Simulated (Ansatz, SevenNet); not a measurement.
**Ladder of methods for the elastic constant C44 of hcp Zr**

Reference value: 36.3 GPa (measured, 4 K, zero-point motion not removed; as tabulated in Clouet (2012), arXiv:1210.1082).

Q: Put these levels in order of the elastic constant C44 that they give for hcp Zr, smallest first: HSE06 (Ansatz, an electronic-structure program), LDA (Ansatz), PBE (Ansatz), SevenNet-l3i5.

A: LDA (17.0 GPa), SevenNet-l3i5 (25.5 GPa), PBE (26.6 GPa), HSE06 (44.7 GPa)

Unless a cell is named, each level is at its own relaxed cell (SevenNet-l3i5 23.48, LDA 21.78, PBE 23.39, HSE06 23.49 Å³/atom).

Differences against the reference: SevenNet-l3i5 -30 %, LDA -53 %, PBE -27 %, HSE06 +23 %.

The reference isn't brought to a static lattice, while the calculations are for one, so the differences are not the levels' errors alone.  HSE06: hybrids on metals are sensitive to the k mesh. Each level is taken at its own relaxed cell. K meshes differ between the levels. Ansatz's density-functional and Hartree–Fock values are scalar-relativistic unless marked +SOC, with PAW data made under PBE.

Machine-learned potentials (SevenNet-l3i5) are trained on DFT data: a solid inside that data is no test of them.

Differences are worked out from the printed values.
